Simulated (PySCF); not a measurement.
## [Cl···H···Si], triplet: the ladder up to RCCSDT

Geometry: a point of a hydrogen-transfer path between rigid fragments, not a stationary point.

```tsv
atom	x (Å)	y (Å)	z (Å)
Cl	0.0000	0.0000	-1.7103
H	0.0000	0.0000	-0.0913
Si	0.0000	0.0000	1.8017
```

Basis 6-31G; PySCF 2.14.0. Only valence electrons are correlated (noble-gas cores frozen), which leaves 12 electrons in 18 orbitals. Prefix R: restricted or restricted open-shell reference; prefix U: unrestricted.

Full CI isn't at hand for all of this; RCCSDT serves as the reference. It lacks quadruple excitations, which often exceed the step from CCSD(T) to CCSDT. The frozen core follows each run's orbitals, which can shift R against U totals by a few meV.

```
UHF ⟨S²⟩                          : 2.036
T1 diagnostic (ROHF- or RHF-based CCSD)             : 0.0195
largest doubles amplitude (ROHF- or RHF-based CCSD) : 0.079
T1 diagnostic (UCCSD)             : 0.0158
```

```csv
level,E − E(RCCSDT) (kcal/mol),share of correlation (%),wall time
RHF,60.90,0.00,–
UHF,57.89,4.94,–
RMP2,13.64,77.60,–
UMP2,14.59,76.04,–
RCCSD,1.09,98.21,–
UCCSD,1.03,98.31,–
RCCSD(T),0.24,99.61,0.7 s
UCCSD(T),0.24,99.60,0.48 s
UCCSDT,-0.01,100.01,26 s
```

The correlation energy at RCCSDT, counted from RHF, is -2.641 eV. That run took 25 s on 1 thread of Arm Neoverse N1, shared host.

Times are those of the correlated step on a shared host, with one SCF added for the restricted CCSD run; they ran on 1 thread of Arm Neoverse N1.
